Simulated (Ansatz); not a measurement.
## How far each method lies from RCCSDT(Q) for SiCl4, singlet

Geometry: MP2(full)/6-31G*, from the G2/97 set.

```tsv
atom	x (Å)	y (Å)	z (Å)
Si	0.0000	0.0000	0.0000
Cl	1.1693	1.1693	1.1693
Cl	-1.1693	-1.1693	1.1693
Cl	1.1693	-1.1693	-1.1693
Cl	-1.1693	1.1693	-1.1693
```

Basis cc-pV(D+d)Z; Ansatz 0.2.0. Correlated methods freeze the noble-gas cores, which leaves 32 electrons in 90 orbitals. Prefix R: restricted or restricted open-shell reference. Active spaces: frontier = (8e, 8o) about the gap.

Full CI isn't at hand for all of this; RCCSDT(Q) serves as the reference, and is uncertain by about the last step of the cluster series.

* UHF ⟨S²⟩: 0.000
* T1 diagnostic (RCCSD): 0.0086
* largest doubles amplitude (RCCSD): 0.023

```csv
level,E − E(RCCSDT(Q)) (mEh),share of correlation (%),wall time
RHF,705.29,0.00,–
RMP2,70.04,90.07,–
RCCSD,20.22,97.13,–
RCCSD(T),2.63,99.63,11 s
BCCD(T),2.48,99.65,6 s (H100)
RCCSDT,1.52,99.78,–
CASSCF (frontier space),631.17,10.51,–
MRCISD (frontier space),117.56,83.33,–
MRCISD+Q (frontier space),23.88,96.61,31 s (H100)
MRCISD+Q(relaxed) (frontier space),23.57,96.66,28 s (H100)
```

The correlation energy at RCCSDT(Q), counted from RHF, is -19.192 eV. That run took 50 s on 5 threads of AMD EPYC 7R13 with a whole H100 80 GB, shared host.

Times hold each run's SCF and search for its determinant on a shared host, so for small cases they say little of a method's own cost; rows without a card ran on 1 thread of AMD EPYC 7R13.

Atomization energy (electronic, same basis, no zero-point term; atoms at the same level, unrestricted beside the R rows where the molecule is a closed shell, with restricted open-shell steps beyond CCSDT(Q)) at RCCSDT(Q): 1414.0 kJ/mol. Errors of other levels:

```csv
level,error (kJ/mol)
RHF,-279.4
RMP2,86.5
RCCSD,-29.0
RCCSD(T),-1.3
BCCD(T),-0.6
RCCSDT,-2.3
```

This basis is far from its limit, so the value isn't to be set against a measured one.
